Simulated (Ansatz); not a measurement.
# SiH2O: geometry and frequencies at several levels

The task here is to estimate one member of a computed series from the others.

Computed with Ansatz 0.2.0 (the levels named in each step, unless a step's input says otherwise).

## The structure to begin with

Bond lengths: O1–Si2 1.623 Å, O1–H3 0.959 Å, Si2–H4 1.496 Å. Angles: O1–Si2–H4 101.8°, Si2–O1–H3 128.0°.

As a file:

```xyz
4

O    -0.9918   -0.2345    0.0044
Si    0.5684    0.2124    0.0121
H    -1.3551   -1.1097   -0.1427
H     1.2596   -1.0856   -0.2644
```

The first run:

Contents of input.yaml:

```yaml
crystal:
  periodic: [false, false, false]
  atoms:
    - { symbol: O, position_ang: [-0.99182, -0.23449, 0.00438] }
    - { symbol: Si, position_ang: [0.56843, 0.21237, 0.01211] }
    - { symbol: H, position_ang: [-1.35513, -1.10965, -0.14273] }
    - { symbol: H, position_ang: [1.2596, -1.08561, -0.26439] }
basis:
  gaussian: { orbitals: def2-SVP }
hamiltonian:
  xc: pbe
  dispersion: d4
relax:
  f_tol: 0.03
  max_steps: 200
```

The run is started by

```sh
> ansatz run input.yaml --threads 2 --pin off --max-ram 5120MiB --backend cpu --events-out ev --progress --plain --runs-dir out
```

Steps of the session up to this table: A rough first relaxation, PBE-D4/def2-SVP; Relaxation, PBE0-D4/def2-TZVPP; Frequencies, PBE0-D4/def2-TZVPP; Relaxation, PBE-D4/def2-TZVPP; Frequencies, PBE-D4/def2-TZVPP; Relaxation, r2SCAN-D4/def2-TZVPP; Frequencies, r2SCAN-D4/def2-TZVPP; Relaxation, B3LYP-D4/def2-TZVPP; Frequencies, B3LYP-D4/def2-TZVPP; Relaxation, B2PLYP/def2-TZVPP; Frequencies, B2PLYP/def2-TZVPP.

One of the session's tables, all rows but one given; the rest of the session is left out.

It belongs to the step «Geometries side by side». 

| level | O1–Si2 (Å) | dipole (D) | highest frequency (cm⁻¹) |
| --- | --- | --- | --- |
| PBE0-D4/def2-TZVPP | 1.6525 | 1.60 | 3904 |
| PBE-D4/def2-TZVPP | 1.6742 | 1.51 | 3735 |
| r2SCAN-D4/def2-TZVPP | 1.6557 | 1.65 | 3840 |
| B3LYP-D4/def2-TZVPP | ? | ? | ? |
| B2PLYP/def2-TZVPP | 1.6587 | 1.55 | 3864 |

Estimate the missing values for B3LYP-D4/def2-TZVPP.

As computed: O1–Si2 (Å): 1.6587; dipole (D): 1.50; highest frequency (cm⁻¹): 3846.
